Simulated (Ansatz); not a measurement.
A made-up structure of B$_{2}$H$_{3}$O, doublet:

B1  (-1.119, -0.100, -0.484)
B2  (0.418, 0.165, -0.140)
O3  (1.212, -0.061, 0.947)
H4  (-2.216, -0.217, -0.907)
H5  (2.055, -0.529, 1.050)
H6  (0.755, -0.473, 1.683)
(Å)

It is relaxed with PBE-D4/def2-SVP and then PBE0-D4/def2-TZVP (Ansatz 0.2.0). Atoms count as bonded within 1.22 times the sum of their covalent radii (H–H: 0.88 Å). The end point is not checked to be a true minimum.

Task: Does its bonding change? (Judge from chemistry; the calculation decides.)

Result: By the calculation: No: no bond forms or breaks.

Where it ends: The first stage lowers the energy by 0.66 eV in 8 steps. It ends as B₂H₃O ([BH][B][OH2]):
B1  (-1.185, -0.092, -0.496)
B2  (0.212, -0.066, -0.030)
O3  (1.205, -0.125, 1.064)
H4  (-2.178, -0.078, -1.134)
H5  (2.116, -0.346, 0.834)
H6  (0.935, -0.510, 1.911)
(Å)

Labels in which every atom is bracketed show which atoms are joined, not bond orders.

For scale, one of the runs: PBE0-D4/def2-TZVP relaxation, 111 basis functions, launched by `ansatz run in.yaml --threads 2 --pin off --events-out ev --progress --plain --max-ram 4352MiB`. Hardware: 2 CPU threads of an Intel Xeon 6975P-C, shared host. Wall time about 19 s.
